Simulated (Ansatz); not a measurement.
Input file:

```yaml
crystal:
  periodic: [false, false, false]
  atoms:
    - {symbol: Si, position_ang: [0.000000, 0.000000, 0.000000]}
    - {symbol: F, position_ang: [0.000000, 0.000000, 5.350000]}
basis:
  gaussian: {orbitals: 6-31G}
total_charge: 1
magnetization: {spin_polarized: false, initial_magnetization: 2}
correlation: {method: fci, electrons: outside_noble_gas}
```

```sh
$ ansatz run in.yaml --threads 1 --pin off --events-out ev --progress --plain --max-ram 2393MiB
```

Output:

```
351 factors; integrals over basis functions are off by at most 3.2e-8 eV
mean field evaluation 1: about -10529.2803 eV, gradient 7.7e1 eV
mean field evaluation 2: about -10529.2923 eV, gradient 7.7e1 eV
mean field evaluation 4: about -10529.2837 eV, gradient 8.0e1 eV
mean field evaluation 8: about -10532.3057 eV, gradient 6.5e1 eV
mean field evaluation 16: about -10555.4819 eV, gradient 3.6e-3 eV
mean field evaluation 32: about -10555.5024 eV, gradient 2.1e-2 eV
mean field evaluation 64: about -10555.5044 eV, gradient 1.8e-1 eV
mean field evaluation 96: about -10555.5048 eV, gradient 5.7e-6 eV
mean field evaluation 128: about -10555.5049 eV, gradient 5.4e-3 eV
mean field evaluation 160: about -10555.5041 eV, gradient 4.4e-3 eV
mean field evaluation 192: about -10555.4869 eV, gradient 1.3e-1 eV
mean field evaluation 224: about -10555.5048 eV, gradient 1.4e-3 eV
mean field evaluation 256: about -10555.5034 eV, gradient 1.0e-1 eV
mean field evaluation 288: about -10555.5021 eV, gradient 6.8e-4 eV
mean field evaluation 320: about -10555.5010 eV, gradient 2.3e-2 eV
mean field evaluation 352: about -10530.4025 eV, gradient 7.5e1 eV
mean field -10555.50477214 eV, -387.9076455979 hartree, gradient 7.6e-10 eV, S^2 2.000000; 24 other end points of the search recorded, 0 dependent functions left out
mean field evaluation 384: about -10529.6956 eV, gradient 5.4e1 eV
mean field evaluation 416: about -10555.5244 eV, gradient 1.9e-2 eV
mean field evaluation 448: about -10555.5226 eV, gradient 1.1e-2 eV
mean field evaluation 480: about -10555.5198 eV, gradient 2.1e-1 eV
mean field evaluation 512: about -10548.4538 eV, gradient 6.6e0 eV
determinant -10555.50477214 eV, -387.9076455979 hartree, with singles and doubles -10558.66605252 eV, -388.0238205091 hartree
determinant -10555.50407847 eV, -387.9076201063 hartree, with singles and doubles -10558.66534651 eV, -388.0237945637 hartree
determinant -10555.50209391 eV, -387.9075471749 hartree, with singles and doubles -10558.66333768 eV, -388.0237207407 hartree
determinant -10555.48193753 eV, -387.9068064415 hartree, with singles and doubles -10558.64280213 eV, -388.0229660730 hartree
determinant -10555.47822400 eV, -387.9066699717 hartree, with singles and doubles -10558.63903533 eV, -388.0228276457 hartree
determinant -10555.50477214 eV, -387.9076455979 hartree, with singles and doubles -10558.66620554 eV, -388.0238261327 hartree
determinant -10555.50407847 eV, -387.9076201063 hartree, with singles and doubles -10558.66550273 eV, -388.0238003050 hartree
determinant -10555.50209391 eV, -387.9075471749 hartree, with singles and doubles -10558.66347536 eV, -388.0237258005 hartree
determinant -10555.48193753 eV, -387.9068064415 hartree, with singles and doubles -10558.64289187 eV, -388.0229693710 hartree
determinant -10555.47822400 eV, -387.9066699717 hartree, with singles and doubles -10558.63913778 eV, -388.0228314109 hartree
6 core orbitals not correlated: weight in the atoms' cores, before any rotation towards them, 1.000 or more for the frozen orbitals, at most 0.000 for the correlated occupied ones
reference -10555.50477214 eV, -387.9076455979 hartree; 6, 4 occupied and 10, 12 virtual orbitals, 351 factors
state -10558.68414537 eV, -388.0244854093 hartree
Total energy: -10558.68414537 eV, -388.0244854093 hartree
```

Natural occupations: 1.9919 1.9815 1.9237 1.9163 1.0695 0.9268 0.1025 0.0402 0.0134 0.0129 0.0081 0.0064 0.0026 0.0024 0.0015 0.0003.

Ran on 1 thread of Arm Neoverse V2, shared host: 68 s wall, 0.73 GiB peak host memory.
